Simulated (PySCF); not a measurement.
**C4H8FN: electronic excitations at several levels of theory**

Aim: compute the electronic excitations of C4H8FN (`C/N=C/CCF`) at several levels, and see how far they spread and what each costs.

Programs: PySCF 2.14.0, with density-fitted response routines of our own. Each step states its level of theory. These are calculated values for one molecule in the gas phase, unless marked as measured. Atoms count from 0, in the outputs and in this text.

**1. Starting geometry**

14 atoms, charge 0, multiplicity 1; geometry from: GFN2-xTB.

Bonds of the start (Å): C0–N1 1.43, N1–C2 1.25, C2–C3 1.49, C3–C4 1.53, C4–F5 1.37, C0–H6 1.09, C0–H7 1.09, C0–H8 1.10, C2–H9 1.10, C3–H10 1.09, C3–H11 1.09, C4–H12 1.09, C4–H13 1.09.

**2. Optimising the geometry at PBE0-D3(BJ)/def2-SVP**

The job: settings as JSON, then the geometry in Å.

```
{"job": {"xc": "PBE0", "basis": "def2-SVP", "d3": "d3bj", "grid": 1, "kind": "geom"}, "charge": 0, "multiplicity": 1}
C      2.501000     0.275087     0.065173
N      1.172946     0.026636    -0.396634
C      0.271390    -0.319247     0.401975
C     -1.120922    -0.573447    -0.077663
C     -2.121093     0.347583     0.615595
F     -2.203262     0.049968     1.954563
H      3.176577    -0.395316    -0.467464
H      2.768258     1.297262    -0.205839
H      2.624754     0.137381     1.148183
H      0.433641    -0.444435     1.482406
H     -1.391887    -1.609239     0.142593
H     -1.168220    -0.407778    -1.153357
H     -1.816026     1.396429     0.543173
H     -3.127833     0.218643     0.205154
```

The log of the run:

```text
step   0  E = -311.23153233  max force = 0.012903
step   1  E = -311.23329676  max force = 0.002830
step   2  E = -311.23333131  max force = 0.001028
step   3  E = -311.23333699  max force = 0.001619
step   4  E = -311.23335878  max force = 0.000649
step   5  E = -311.23336299  max force = 0.000415
optimisation converged
```

Wall time 30 s (1 thread, shared host).

The steps of the relaxation:

| step | energy from step 0 (eV) | largest force component (eV/Å) |
| --- | --- | --- |
| 0 | 0.0000 | 0.6635 |
| 1 | -0.0480 | 0.1455 |
| 2 | -0.0490 | 0.0529 |
| 3 | -0.0491 | 0.0833 |
| 4 | -0.0497 | 0.0334 |
| 5 | -0.0498 | 0.0213 |

Close pairs (by a distance rule), those that changed most:

| bond | before (Å) | after (Å) | change (Å) |
| --- | --- | --- | --- |
| C0–H6 | 1.091 | 1.103 | +0.012 |
| C0–H7 | 1.091 | 1.102 | +0.012 |
| C3–C4 | 1.526 | 1.515 | -0.012 |
| C3–H10 | 1.093 | 1.105 | +0.012 |
| C2–H9 | 1.100 | 1.111 | +0.012 |
| C3–H11 | 1.089 | 1.101 | +0.011 |
| N1–C2 | 1.253 | 1.264 | +0.011 |
| C0–H8 | 1.099 | 1.109 | +0.010 |

The end geometry stands in the next job.

| at the end point | value |
| --- | --- |
| point group (found at 0.08 Å tolerance) | C1 |
| rotational constants (GHz, main isotopes) | 9.787, 1.547, 1.424 |
| dipole moment (D) | 0.32 |

**3. Excited states and response: HF/def2-SVPD**

The job: settings as JSON, then the geometry in Å.

```
{"job": {"kind": "uv", "xc": "HF", "basis": "def2-SVPD", "ip": true}, "charge": 0, "multiplicity": 1}
C      2.549984     0.327265    -0.007186
N      1.222376     0.113917    -0.507703
C      0.318967    -0.231856     0.306498
C     -1.090012    -0.478788    -0.130484
C     -2.095792     0.366725     0.622692
F     -2.061412     0.060171     1.963761
H      3.250663    -0.349047    -0.524305
H      2.874165     1.351775    -0.253384
H      2.653799     0.175473     1.086354
H      0.522597    -0.360108     1.391395
H     -1.342949    -1.540746     0.038584
H     -1.162339    -0.279887    -1.210675
H     -1.869965     1.441238     0.506598
H     -3.116814     0.184031     0.246600
```

Level: TDDFT HF/def2-SVPD, vertical, gas phase, core orbitals frozen in the response.

The log of the run:

```text
final grid: 110408 points
cycle   1  E = -309.6596732081  dE =  9.384e-01  |g| = 6.315e-01  |ddm| = 4.369e+00
cycle   2  E = -309.7480166071  dE = -8.834e-02  |g| = 3.449e-01  |ddm| = 1.017e+00
cycle   3  E = -309.7705426770  dE = -2.253e-02  |g| = 7.609e-02  |ddm| = 5.137e-01
cycle   4  E = -309.7724552844  dE = -1.913e-03  |g| = 2.485e-02  |ddm| = 1.553e-01
cycle   5  E = -309.7726440075  dE = -1.887e-04  |g| = 6.293e-03  |ddm| = 6.228e-02
cycle   6  E = -309.7726702290  dE = -2.622e-05  |g| = 3.980e-03  |ddm| = 1.751e-02
cycle   7  E = -309.7726776919  dE = -7.463e-06  |g| = 1.263e-03  |ddm| = 1.325e-02
cycle   8  E = -309.7726789755  dE = -1.284e-06  |g| = 3.718e-04  |ddm| = 5.972e-03
cycle   9  E = -309.7726790780  dE = -1.025e-07  |g| = 7.817e-05  |ddm| = 1.937e-03
cycle  10  E = -309.7726790826  dE = -4.576e-09  |g| = 2.152e-05  |ddm| = 4.028e-04
cycle  11  E = -309.7726790829  dE = -2.997e-10  |g| = 6.753e-06  |ddm| = 8.302e-05
converged SCF energy = -309.7726790829

Static polarisability (au): isotropic 57.039, principal 46.334 51.050 73.734

Singlet excitations
state   eV       nm        f      main configurations
  1   5.7390    216.0   0.00068   H->L+4 0.40, H->L+3 0.14, H->L+2 0.09
  2   7.9986    155.0   0.48371   H-1->L+4 0.38, H-1->L+3 0.15, H-1->L+2 0.10
  3   9.0814    136.5   0.00064   H-1->L+1 0.36, H-1->L 0.34
  4   9.1891    134.9   0.03531   H->L+1 0.36, H->L 0.30, H-1->L 0.09
  5   9.7577    127.1   0.00196   H-2->L+4 0.26, H-2->L 0.10, H-2->L+3 0.09
  6  10.0053    123.9   0.13338   H->L+1 0.35, H->L+2 0.27, H->L 0.10
  7  10.0457    123.4   0.03336   H-1->L+1 0.34, H-1->L+2 0.30, H-1->L 0.12
  8  10.1828    121.8   0.02836   H-1->L+3 0.42, H->L+3 0.20
  9  10.2573    120.9   0.08926   H->L+3 0.45, H-1->L+3 0.20
 10  10.5898    117.1   0.05318   H->L 0.17, H->L+4 0.14, H->L+2 0.11

Triplet excitations (Tamm-Dancoff, eV): 4.1588 4.8136 8.6794 8.7747
Vertical ionisation energy (delta-SCF) = 8.3430 eV
```

Wall time 20 s (1 thread, shared host).

Frontier orbitals and where they lie:

| orbital | eV | atoms |
| --- | --- | --- |
| HOMO−3 | -14.24 | C4 24 %, C3 21 %, F5 21 % |
| HOMO−2 | -13.67 | C4 18 %, C3 12 %, C0 12 % |
| HOMO−1 | -11.13 | N1 40 %, C2 25 %, C0 12 % |
| HOMO | -11.05 | N1 55 %, C2 14 %, C0 11 % |
| LUMO | 2.75 | C4 25 %, H13 11 %, C0 10 % |
| LUMO+1 | 3.06 | C0 34 %, H6 10 %, H8 10 % |
| LUMO+2 | 3.58 | H10 19 %, C3 18 %, H11 15 % |

With each of the 10 states as a Gaussian band of 0.4 eV half-width at 1/e, the curve within the window shown has maxima at 155 nm (ε 20,000), 123 nm (ε 11,000) L/(mol cm). Beyond the last state computed it falls off for lack of states. The curve at chosen wavelengths:

```tsv
nm	ε (L/mol/cm)
114	1630
119	7881
124	10503
129	3572
134	1636
139	1053
144	1964
150	12213
155	19578
160	13562
165	4704
170	923
175	113
180	10
185	1
190	1
195	2
200	7
205	15
211	24
216	28
221	25
226	19
231	12
236	6
241	3
```

Ground-state properties from the same run:

| property | computed |
| --- | --- |
| dipole moment (D) | 0.37 |
| polarisability (Å³) | 8.45 |
| HOMO–LUMO gap (eV) | 13.80 |
| −ε(HOMO) (eV) | 11.05 |

**4. Ultraviolet spectrum: LDA/def2-SVPD**

Same as in step 3 but for these lines:

```diff
@@ -1,2 +1,2 @@
-{"job": {"kind": "uv", "xc": "HF", "basis": "def2-SVPD", "ip": true}, "charge": 0, "multiplicity": 1}
+{"job": {"kind": "uv", "xc": "LDA", "basis": "def2-SVPD", "ip": true}, "charge": 0, "multiplicity": 1}
 C      2.549984     0.327265    -0.007186
```

Level: TDDFT LDA/def2-SVPD, vertical, gas phase, core orbitals frozen in the response.

The log of the run:

```text
coarse grid: 11456 points
cycle   1  E = -308.9273186244  dE =  3.723e-01  |g| = 5.312e-01  |ddm| = 5.119e+00
cycle   2  E = -308.7853226922  dE =  1.420e-01  |g| = 9.726e-01  |ddm| = 2.496e+00
cycle   3  E = -308.9834158512  dE = -1.981e-01  |g| = 2.443e-01  |ddm| = 1.711e+00
cycle   4  E = -308.9959737823  dE = -1.256e-02  |g| = 7.672e-02  |ddm| = 3.535e-01
cycle   5  E = -308.9971598427  dE = -1.186e-03  |g| = 2.845e-02  |ddm| = 1.197e-01
cycle   6  E = -308.9973092208  dE = -1.494e-04  |g| = 6.078e-03  |ddm| = 3.216e-02
cycle   7  E = -308.9973169692  dE = -7.748e-06  |g| = 1.082e-03  |ddm| = 8.918e-03
final grid: 110408 points
cycle   8  E = -309.0535549262  dE = -4.870e-05  |g| = 5.313e-03  |ddm| = 1.193e-01
cycle   9  E = -309.0535409421  dE =  1.398e-05  |g| = 1.012e-02  |ddm| = 1.633e-02
cycle  10  E = -309.0535605110  dE = -1.957e-05  |g| = 1.114e-03  |ddm| = 1.044e-02
cycle  11  E = -309.0535607415  dE = -2.305e-07  |g| = 4.959e-04  |ddm| = 1.611e-03
cycle  12  E = -309.0535607821  dE = -4.064e-08  |g| = 2.789e-04  |ddm| = 8.861e-04
cycle  13  E = -309.0535607994  dE = -1.729e-08  |g| = 2.192e-05  |ddm| = 4.053e-04
cycle  14  E = -309.0535607995  dE = -1.014e-10  |g| = 9.125e-06  |ddm| = 5.188e-05
converged SCF energy = -309.0535607995

Static polarisability (au): isotropic 65.079, principal 51.511 59.203 84.523

Singlet excitations
state   eV       nm        f      main configurations
  1   4.6974    263.9   0.00086   H->L 0.99
  2   6.2399    198.7   0.00803   H->L+1 0.91
  3   6.4184    193.2   0.06556   H->L+2 0.96
  4   6.4701    191.6   0.00505   H-2->L 0.90
  5   6.6584    186.2   0.12265   H-1->L 0.42, H-3->L 0.33
  6   6.7723    183.1   0.02591   H->L+3 0.93
  7   7.0109    176.8   0.01205   H->L+4 0.86, H-3->L 0.12
  8   7.2122    171.9   0.13736   H-3->L 0.41, H-1->L 0.23, H-1->L+1 0.09
  9   7.3771    168.1   0.06746   H->L+5 0.89
 10   7.5507    164.2   0.00304   H-4->L 0.86, H-1->L+1 0.12

Triplet excitations (Tamm-Dancoff, eV): 4.0358 5.0366 6.1068 6.3120
Vertical ionisation energy (delta-SCF) = 9.3334 eV
Vertical electron affinity (delta-SCF) = -1.0413 eV
```

Wall time 58 s (1 thread, shared host).

This run: HOMO -5.94 eV, LUMO -1.61 eV; lowest singlet 4.70 eV.

**5. TDDFT and polarisability: PBE/def2-SVPD**

Same as in step 4 but for these lines:

```diff
@@ -1,2 +1,2 @@
-{"job": {"kind": "uv", "xc": "LDA", "basis": "def2-SVPD", "ip": true}, "charge": 0, "multiplicity": 1}
+{"job": {"kind": "uv", "xc": "PBE", "basis": "def2-SVPD", "ip": true}, "charge": 0, "multiplicity": 1}
 C      2.549984     0.327265    -0.007186
```

Level: TDDFT PBE/def2-SVPD, vertical, gas phase, core orbitals frozen in the response.

The log of the run:

```text
coarse grid: 11456 points
cycle   1  E = -311.1016561488  dE =  3.820e-01  |g| = 5.348e-01  |ddm| = 4.995e+00
cycle   2  E = -310.9516727556  dE =  1.500e-01  |g| = 9.985e-01  |ddm| = 2.663e+00
cycle   3  E = -311.1564677006  dE = -2.048e-01  |g| = 2.391e-01  |ddm| = 1.885e+00
cycle   4  E = -311.1687848189  dE = -1.232e-02  |g| = 7.367e-02  |ddm| = 3.471e-01
cycle   5  E = -311.1698488194  dE = -1.064e-03  |g| = 2.796e-02  |ddm| = 1.190e-01
cycle   6  E = -311.1699994016  dE = -1.506e-04  |g| = 5.662e-03  |ddm| = 3.409e-02
cycle   7  E = -311.1700063820  dE = -6.980e-06  |g| = 1.007e-03  |ddm| = 8.610e-03
final grid: 110408 points
cycle   8  E = -311.2249210603  dE = -3.017e-05  |g| = 1.409e-02  |ddm| = 1.418e-01
cycle   9  E = -311.2248344017  dE =  8.666e-05  |g| = 2.464e-02  |ddm| = 5.048e-02
cycle  10  E = -311.2249656836  dE = -1.313e-04  |g| = 3.675e-03  |ddm| = 3.160e-02
cycle  11  E = -311.2249684400  dE = -2.756e-06  |g| = 8.979e-04  |ddm| = 4.174e-03
cycle  12  E = -311.2249685969  dE = -1.570e-07  |g| = 3.479e-04  |ddm| = 1.631e-03
cycle  13  E = -311.2249686236  dE = -2.665e-08  |g| = 2.713e-05  |ddm| = 4.813e-04
cycle  14  E = -311.2249686237  dE = -1.314e-10  |g| = 1.584e-05  |ddm| = 7.462e-05
converged SCF energy = -311.2249686237

Static polarisability (au): isotropic 64.227, principal 50.755 58.413 83.512

Singlet excitations
state   eV       nm        f      main configurations
  1   4.8094    257.8   0.00094   H->L 0.99
  2   6.2057    199.8   0.00389   H->L+1 0.94
  3   6.3973    193.8   0.05603   H->L+2 0.96
  4   6.6198    187.3   0.01596   H-2->L 0.83, H-1->L 0.10
  5   6.7237    184.4   0.09087   H-1->L 0.33, H->L+3 0.22, H-3->L 0.21
  6   6.7794    182.9   0.05035   H->L+3 0.75, H-3->L 0.09
  7   6.9794    177.6   0.02735   H->L+4 0.85, H-3->L 0.12
  8   7.2533    170.9   0.09945   H-3->L 0.41, H-1->L+1 0.22, H-1->L 0.17
  9   7.4077    167.4   0.04284   H->L+5 0.88
 10   7.5506    164.2   0.04358   H-1->L+1 0.58, H-1->L+2 0.21

Triplet excitations (Tamm-Dancoff, eV): 4.0541 4.8599 6.0566 6.2643
Vertical ionisation energy (delta-SCF) = 9.1947 eV
Vertical electron affinity (delta-SCF) = -1.2180 eV
```

Run time: 85 s. Hardware: 1 thread, shared host.

This run: HOMO -5.85 eV, LUMO -1.38 eV; lowest singlet 4.81 eV.

**6. TDDFT and polarisability: B3LYP/def2-SVPD**

Same as in step 5 but for these lines:

```diff
@@ -1,2 +1,2 @@
-{"job": {"kind": "uv", "xc": "PBE", "basis": "def2-SVPD", "ip": true}, "charge": 0, "multiplicity": 1}
+{"job": {"kind": "uv", "xc": "B3LYP", "basis": "def2-SVPD", "ip": true}, "charge": 0, "multiplicity": 1}
 C      2.549984     0.327265    -0.007186
```

Method: TDDFT B3LYP/def2-SVPD, vertical, gas phase, core orbitals frozen in the response.

The log of the run:

```text
coarse grid: 11456 points
cycle   1  E = -311.4986240963  dE =  4.721e-01  |g| = 5.099e-01  |ddm| = 5.016e+00
cycle   2  E = -311.4221135436  dE =  7.651e-02  |g| = 8.210e-01  |ddm| = 1.941e+00
cycle   3  E = -311.5502876640  dE = -1.282e-01  |g| = 1.263e-01  |ddm| = 1.202e+00
cycle   4  E = -311.5533058891  dE = -3.018e-03  |g| = 5.524e-02  |ddm| = 2.037e-01
cycle   5  E = -311.5539230105  dE = -6.171e-04  |g| = 1.495e-02  |ddm| = 8.235e-02
cycle   6  E = -311.5539660144  dE = -4.300e-05  |g| = 3.872e-03  |ddm| = 2.234e-02
cycle   7  E = -311.5539692936  dE = -3.279e-06  |g| = 4.407e-04  |ddm| = 5.367e-03
final grid: 110408 points
cycle   8  E = -311.6030164072  dE = -3.557e-05  |g| = 6.069e-03  |ddm| = 1.002e-01
cycle   9  E = -311.6030094405  dE =  6.967e-06  |g| = 8.709e-03  |ddm| = 1.754e-02
cycle  10  E = -311.6030242740  dE = -1.483e-05  |g| = 9.351e-04  |ddm| = 8.929e-03
cycle  11  E = -311.6030244494  dE = -1.754e-07  |g| = 2.254e-04  |ddm| = 1.116e-03
cycle  12  E = -311.6030244549  dE = -5.484e-09  |g| = 1.625e-04  |ddm| = 4.842e-04
cycle  13  E = -311.6030244607  dE = -5.747e-09  |g| = 1.710e-05  |ddm| = 2.492e-04
cycle  14  E = -311.6030244607  dE = -6.310e-11  |g| = 3.520e-06  |ddm| = 3.339e-05
converged SCF energy = -311.6030244607

Static polarisability (au): isotropic 61.901, principal 49.472 56.179 80.052

Singlet excitations
state   eV       nm        f      main configurations
  1   5.0341    246.3   0.00092   H->L 0.98
  2   6.8991    179.7   0.04341   H->L+1 0.83, H-1->L 0.10
  3   7.1754    172.8   0.03352   H->L+2 0.93
  4   7.3598    168.5   0.25959   H-1->L 0.69, H->L+1 0.10
  5   7.6744    161.6   0.06564   H->L+3 0.90
  6   7.7810    159.3   0.00144   H-2->L 0.78, H->L+4 0.11
  7   7.8106    158.7   0.09540   H->L+4 0.79, H-2->L 0.09
  8   7.9208    156.5   0.01266   H-1->L+1 0.81, H-1->L+2 0.15
  9   8.2087    151.0   0.00291   H-1->L+2 0.65, H-3->L 0.23, H-1->L+1 0.08
 10   8.2678    150.0   0.01144   H->L+5 0.61, H-3->L 0.25

Triplet excitations (Tamm-Dancoff, eV): 4.2565 4.8425 6.7377 7.0876
Vertical ionisation energy (delta-SCF) = 9.5008 eV
```

It took 74 s on 1 thread, shared host.

Key values: HOMO -7.11 eV, LUMO -0.55 eV; lowest singlet 5.03 eV.

**7. Excited states and response: PBE0/def2-SVPD**

Same as in step 6 but for these lines:

```diff
@@ -1,2 +1,2 @@
-{"job": {"kind": "uv", "xc": "B3LYP", "basis": "def2-SVPD", "ip": true}, "charge": 0, "multiplicity": 1}
+{"job": {"kind": "uv", "xc": "PBE0", "basis": "def2-SVPD", "ip": true}, "charge": 0, "multiplicity": 1}
 C      2.549984     0.327265    -0.007186
```

Level: TDDFT PBE0/def2-SVPD, vertical, gas phase, core orbitals frozen in the response.

The log of the run:

```text
coarse grid: 11456 points
cycle   1  E = -311.1614291685  dE =  4.969e-01  |g| = 4.702e-01  |ddm| = 4.666e+00
cycle   2  E = -311.1129666882  dE =  4.846e-02  |g| = 7.040e-01  |ddm| = 1.644e+00
cycle   3  E = -311.2059306757  dE = -9.296e-02  |g| = 1.015e-01  |ddm| = 9.866e-01
cycle   4  E = -311.2077654077  dE = -1.835e-03  |g| = 4.913e-02  |ddm| = 1.728e-01
cycle   5  E = -311.2082614465  dE = -4.960e-04  |g| = 1.142e-02  |ddm| = 7.340e-02
cycle   6  E = -311.2082867938  dE = -2.535e-05  |g| = 3.227e-03  |ddm| = 1.832e-02
cycle   7  E = -311.2082890875  dE = -2.294e-06  |g| = 3.681e-04  |ddm| = 4.416e-03
final grid: 110408 points
cycle   8  E = -311.2485652420  dE = -3.025e-05  |g| = 7.570e-03  |ddm| = 9.791e-02
cycle   9  E = -311.2485592869  dE =  5.955e-06  |g| = 9.523e-03  |ddm| = 2.326e-02
cycle  10  E = -311.2485787867  dE = -1.950e-05  |g| = 1.309e-03  |ddm| = 1.172e-02
cycle  11  E = -311.2485791229  dE = -3.362e-07  |g| = 2.833e-04  |ddm| = 1.567e-03
cycle  12  E = -311.2485791356  dE = -1.270e-08  |g| = 1.539e-04  |ddm| = 5.860e-04
cycle  13  E = -311.2485791405  dE = -4.841e-09  |g| = 2.069e-05  |ddm| = 2.279e-04
cycle  14  E = -311.2485791406  dE = -9.027e-11  |g| = 4.177e-06  |ddm| = 4.434e-05
converged SCF energy = -311.2485791406

Static polarisability (au): isotropic 61.197, principal 48.919 55.397 79.274

Singlet excitations
state   eV       nm        f      main configurations
  1   5.0822    244.0   0.00095   H->L 0.98
  2   7.1557    173.3   0.07210   H->L+1 0.74, H-1->L 0.17
  3   7.4792    165.8   0.08549   H->L+2 0.68, H-1->L 0.26
  4   7.5586    164.0   0.23544   H-1->L 0.45, H->L+2 0.24, H->L+1 0.21
  5   7.9414    156.1   0.00968   H-2->L 0.75, H->L+3 0.14
  6   8.0068    154.8   0.08161   H->L+3 0.75, H-2->L 0.12
  7   8.1242    152.6   0.06009   H->L+4 0.88
  8   8.1763    151.6   0.00857   H-1->L+1 0.81, H-1->L+2 0.14
  9   8.4965    145.9   0.01118   H-3->L 0.68, H-1->L+2 0.22
 10   8.5416    145.2   0.02166   H-1->L+2 0.60, H-3->L 0.20, H-1->L+1 0.10

Triplet excitations (Tamm-Dancoff, eV): 4.2433 4.7784 6.9717 7.3816
Vertical ionisation energy (delta-SCF) = 9.4312 eV
```

Wall time 80 s (1 thread, shared host).

In short: HOMO -7.33 eV, LUMO -0.28 eV; lowest singlet 5.08 eV.

**8. Excited states and response: BHandHLYP/def2-SVPD**

Same as in step 7 but for these lines:

```diff
@@ -1,2 +1,2 @@
-{"job": {"kind": "uv", "xc": "PBE0", "basis": "def2-SVPD", "ip": true}, "charge": 0, "multiplicity": 1}
+{"job": {"kind": "uv", "xc": "BHandHLYP", "basis": "def2-SVPD", "ip": true}, "charge": 0, "multiplicity": 1}
 C      2.549984     0.327265    -0.007186
```

Method: TDDFT BHandHLYP/def2-SVPD, vertical, gas phase, core orbitals frozen in the response.

The log of the run:

```text
coarse grid: 11456 points
cycle   1  E = -311.3321086413  dE =  6.343e-01  |g| = 5.064e-01  |ddm| = 4.639e+00
cycle   2  E = -311.3300181474  dE =  2.090e-03  |g| = 5.711e-01  |ddm| = 1.325e+00
cycle   3  E = -311.3884684866  dE = -5.845e-02  |g| = 6.417e-02  |ddm| = 7.291e-01
cycle   4  E = -311.3891286068  dE = -6.601e-04  |g| = 4.251e-02  |ddm| = 1.316e-01
cycle   5  E = -311.3895004050  dE = -3.718e-04  |g| = 7.485e-03  |ddm| = 6.724e-02
cycle   6  E = -311.3895127800  dE = -1.237e-05  |g| = 2.613e-03  |ddm| = 1.216e-02
cycle   7  E = -311.3895143874  dE = -1.607e-06  |g| = 6.298e-04  |ddm| = 4.875e-03
final grid: 110408 points
cycle   8  E = -311.4222897329  dE = -1.721e-05  |g| = 3.032e-03  |ddm| = 5.810e-02
cycle   9  E = -311.4222899901  dE = -2.572e-07  |g| = 3.035e-03  |ddm| = 8.725e-03
cycle  10  E = -311.4222916851  dE = -1.695e-06  |g| = 2.784e-04  |ddm| = 2.577e-03
cycle  11  E = -311.4222916987  dE = -1.358e-08  |g| = 1.073e-04  |ddm| = 4.163e-04
cycle  12  E = -311.4222917014  dE = -2.726e-09  |g| = 1.064e-05  |ddm| = 2.279e-04
cycle  13  E = -311.4222917015  dE = -3.115e-11  |g| = 7.918e-06  |ddm| = 2.749e-05
converged SCF energy = -311.4222917015

Static polarisability (au): isotropic 59.307, principal 47.802 53.509 76.610

Singlet excitations
state   eV       nm        f      main configurations
  1   5.3124    233.4   0.00085   H->L 0.82
  2   7.6465    162.1   0.27868   H-1->L 0.58, H->L+1 0.29
  3   8.0052    154.9   0.13993   H->L+1 0.53, H-1->L 0.28, H->L+2 0.10
  4   8.4014    147.6   0.08330   H->L+2 0.78
  5   8.4695    146.4   0.00256   H-1->L+1 0.85
  6   8.7464    141.8   0.01176   H-2->L 0.59, H-4->L 0.09
  7   8.8103    140.7   0.11349   H->L+3 0.40, H->L+4 0.39
  8   8.9980    137.8   0.02619   H->L+4 0.40, H->L+3 0.39, H-1->L+2 0.09
  9   9.0292    137.3   0.01065   H-1->L+2 0.73
 10   9.3436    132.7   0.01960   H-1->L+4 0.49, H-1->L+3 0.36

Triplet excitations (Tamm-Dancoff, eV): 4.4759 4.6826 7.6239 8.2171
Vertical ionisation energy (delta-SCF) = 9.4399 eV
```

Run time: 71 s. Hardware: 1 thread, shared host.

Key values: HOMO -8.78 eV, LUMO 0.81 eV; lowest singlet 5.31 eV.

**9. Side by side: electronic excitations**

Excitations and ground-state properties, with basis size and wall time:

| run | lowest singlet (eV) | brightest (eV) | f | gap (eV) | α (Å³) | μ (D) | functions | time |
| --- | --- | --- | --- | --- | --- | --- | --- | --- |
| HF/def2-SVPD | 5.74 | 8.00 | 0.484 | 13.80 | 8.45 | 0.37 | 187 | 20 s |
| LDA/def2-SVPD | 4.70 | 7.21 | 0.137 | 4.32 | 9.64 | 0.37 | 187 | 58 s |
| PBE/def2-SVPD | 4.81 | 7.25 | 0.099 | 4.47 | 9.52 | 0.36 | 187 | 85 s |
| B3LYP/def2-SVPD | 5.03 | 7.36 | 0.260 | 6.56 | 9.17 | 0.37 | 187 | 74 s |
| PBE0/def2-SVPD | 5.08 | 7.56 | 0.235 | 7.05 | 9.07 | 0.35 | 187 | 80 s |
| BHandHLYP/def2-SVPD | 5.31 | 7.65 | 0.279 | 9.59 | 8.79 | 0.37 | 187 | 71 s |

**10. Results**

| quantity | value |
| --- | --- |
| point group | C1 |
| rotational constants (main isotopes) | 9.79, 1.55, 1.42 GHz |
| lowest singlet (HF/def2-SVPD) | 5.74 eV (216 nm), f = 0.001 |
| brightest single state of those computed | state 2, 8.00 eV, f = 0.484 |
| lowest triplet | 4.16 eV |
| range of the lowest singlet | 4.70 to 5.74 eV |

**Reading.** Single values in the summary come from the first run of each kind that ended normally (HF/def2-SVPD), which need not be the best level. Relaxing lowered the energy by 0.050 eV in 5 steps; the close pair that moved most is C0–H6, from 1.091 to 1.103 Å. No frequency check was run at this level, so the end point may be a saddle. The first singlet state (HOMO→LUMO+4 0.40, HOMO→LUMO+3 0.14) lies at 5.74 eV and is dark; of the 10 states computed, the strongest absorption comes from state 2 at 8.00 eV. The lowest triplet lies 1.58 eV below the lowest singlet (triplets in Tamm-Dancoff, singlets in full TDDFT). The lowest singlet runs from 4.70 eV (LDA/def2-SVPD) to 5.74 eV (HF/def2-SVPD), while the orbital gap spans 4.32 to 13.80 eV: the excitation energy moves far less from run to run than the orbital gap does. The lowest state need not be the same one in every run.
